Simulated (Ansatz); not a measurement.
A nudged elastic band was laid between two geometries of H$_{2}$NSSi (5 atoms, charge 0, multiplicity 2).

These are results of Ansatz 0.2.0, UKS r2SCANh/def2-SVP, not measurements.

* movable images: 7
* climbing image: yes
* spring: 5.0 eV/Å²
* optimiser: quadratic models (default)
* start path: through a guess of the saddle point
* force threshold: 0.03 eV/Å
* iteration limit: 60
* end points: relaxed

Initial state:

```xyz
5
Properties=species:S:1:pos:R:3
N -1.278 -0.027 0.076
Si 0.418 0.059 0.113
S 1.375 0.689 1.733
H -1.671 -0.364 -0.811
H 1.156 -0.357 -1.112
```

Final state:

```xyz
5
Properties=species:S:1:pos:R:3
N -1.506 -0.060 0.007
Si -0.012 -0.210 -0.575
S 1.460 0.380 0.878
H -2.435 -0.232 -0.359
H 2.494 0.122 0.050
```

Q: What changes between the two ends?

A: Bonds broken: Si2–H5. Bonds formed: S3–H5.

Q: Give the energies along the band, and the barrier.

A: The forces met the threshold. The highest image is number 4 of 0 to 8, 1.09 eV above the first end and 1.39 eV above the last; the last end lies 0.29 eV below the first. A vibrational analysis at the climbing image gives one clearly imaginary mode, 1292i cm⁻¹: a first-order saddle point.

```json
{"image": "0", "path coordinate (Å)": "0.00", "energy (eV)": "0.00", "Si2–H5 (Å)": "1.49", "S3–H5 (Å)": "3.04"}
{"image": "1", "path coordinate (Å)": "0.33", "energy (eV)": "0.16", "Si2–H5 (Å)": "1.48", "S3–H5 (Å)": "2.81"}
{"image": "2", "path coordinate (Å)": "0.66", "energy (eV)": "0.44", "Si2–H5 (Å)": "1.51", "S3–H5 (Å)": "2.49"}
{"image": "3", "path coordinate (Å)": "0.99", "energy (eV)": "0.77", "Si2–H5 (Å)": "1.56", "S3–H5 (Å)": "2.11"}
{"image": "4", "path coordinate (Å)": "1.32", "energy (eV)": "1.09", "Si2–H5 (Å)": "1.64", "S3–H5 (Å)": "1.74"}
{"image": "5", "path coordinate (Å)": "1.67", "energy (eV)": "0.53", "Si2–H5 (Å)": "1.87", "S3–H5 (Å)": "1.43"}
{"image": "6", "path coordinate (Å)": "2.02", "energy (eV)": "0.03", "Si2–H5 (Å)": "2.19", "S3–H5 (Å)": "1.35"}
{"image": "7", "path coordinate (Å)": "2.36", "energy (eV)": "-0.22", "Si2–H5 (Å)": "2.44", "S3–H5 (Å)": "1.35"}
{"image": "8", "path coordinate (Å)": "2.71", "energy (eV)": "-0.29", "Si2–H5 (Å)": "2.60", "S3–H5 (Å)": "1.35"}
```

Q: What is the geometry of the highest image?

A: 
```xyz
5
Properties=species:S:1:pos:R:3
N -1.458 -0.064 -0.010
Si 0.135 -0.007 -0.034
S 1.665 0.512 1.216
H -2.076 -0.362 -0.757
H 1.734 -0.079 -0.415
```

Q: What are the harmonic wavenumbers there?

A: 1292i, 236, 255, 455, 540, 592, 1141, 1688, 3671 cm⁻¹.

The band took 8 iterations and of the order of 4 core-minutes.

Time of the run: 2.2 min on 2 threads of AMD EPYC 7R43 64-Core Processor (Zen 3), on a shared host, peak memory 0.21 GiB.
